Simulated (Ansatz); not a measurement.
## [H···H···O], triplet: reading a ladder of total energies

Geometry: a point of a hydrogen-transfer path between rigid fragments, not a stationary point.

```xyz
3

H     0.0000    0.0000   -1.1130
H     0.0000    0.0000   -0.0100
O     0.0000    0.0000    1.1230
```

Basis 6-31G; Ansatz 0.2.0. Correlated methods freeze the noble-gas cores, which leaves 8 electrons in 12 orbitals. R marks a restricted (for open shells ROHF) determinant, U an unrestricted one.

Full CI is exact within this basis and frozen core; it isn't the basis-set limit. The frozen core follows each run's orbitals, which can shift R against U totals by a few meV.

Runs differ by some tens of microhartree through their thresholds and, for an open shell, their frozen cores, so steps under 0.1 kcal/mol mean nothing.

```
    level  total energy (hartree)
      UHF              -75.841202
     UMP2              -75.928791
    UCCSD              -75.944513
 UCCSD(T)              -75.945422
   UCCSDT              -75.945594
UCCSDT(Q)              -75.945828
  UCCSDTQ              -75.945847
  full CI              -75.945832
```

**Question.** What is the correlation energy at full CI, and what share of it do UMP2 and UCCSD(T) recover?

**Answer.** E(corr) = -75.945832 − (-75.841202) = -0.104630 hartree = -2.847 eV. UMP2: -0.087589 / -0.104630 = 83.71 %. UCCSD(T): -0.104220 / -0.104630 = 99.61 %.

**Question.** By how many kcal/mol does UCCSD(T) miss full CI (1 hartree = 627.509 kcal/mol), and which steps make up the rest?

**Answer.** -75.945422 − (-75.945832) = 0.000410 hartree = 0.26 kcal/mol. Steps: UCCSDT − UCCSD(T) = -0.11, UCCSDT(Q) − UCCSDT = -0.15, UCCSDTQ − UCCSDT(Q) = -0.01, full CI − UCCSDTQ = 0.01 kcal/mol. That is within 1 kcal/mol of the reference in this basis, which itself misses far more of the correlation at the basis-set limit.
